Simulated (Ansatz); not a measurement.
Geometry optimisation, RKS B3LYP-D4/def2-SVP in Ansatz 0.2.0.

Input file:

```yaml
crystal:
  periodic: [false, false, false]
  atoms:
    - { symbol: B, position_ang: [0.395054, -0.03396, -0.013502] }
    - { symbol: "N", position_ang: [0.632959, -0.082029, 1.438502] }
    - { symbol: H, position_ang: [-0.061662, -0.296018, 2.145633] }
    - { symbol: H, position_ang: [1.550643, 0.124253, 1.813229] }
    - { symbol: H, position_ang: [1.331806, 0.252156, -0.694731] }
    - { symbol: O, position_ang: [-0.798922, -0.292304, -0.610947] }
    - { symbol: H, position_ang: [-1.508077, -0.518798, 0.002916] }
basis:
  gaussian: { orbitals: def2-SVP }
hamiltonian:
  xc: b3lyp
  dispersion: d4
relax:
  f_tol: 0.03
  max_steps: 50
```

Run as:

```bash
$ ansatz run input.yaml --threads 1 --pin off --max-ram 2048MiB --backend cpu --events-out ev --progress --plain --runs-dir out
```

Problem. Where does it end, and by what steps?

Solution. The forces met the threshold. After 4 steps the energy has fallen by 0.077 eV; H3 moved furthest, 0.05 Å.

```tsv
step	energy less start (eV)	largest force component (eV/Å)	accepted
0	0.0000	2.315	yes
1	-0.0643	1.067	yes
2	-0.0765	0.079	yes
3	-0.0770	0.037	yes
4	-0.0772	0.024	yes
```

```xyz
7
Properties=species:S:1:pos:R:3
B 0.413 -0.032 0.019
N 0.628 -0.077 1.410
H -0.079 -0.305 2.101
H 1.534 0.124 1.815
H 1.333 0.251 -0.710
O -0.788 -0.292 -0.583
H -1.501 -0.515 0.029
```

Run time: 7.5 s on 1 thread of Arm Neoverse V2, on a shared host, peak memory 0.13 GiB.
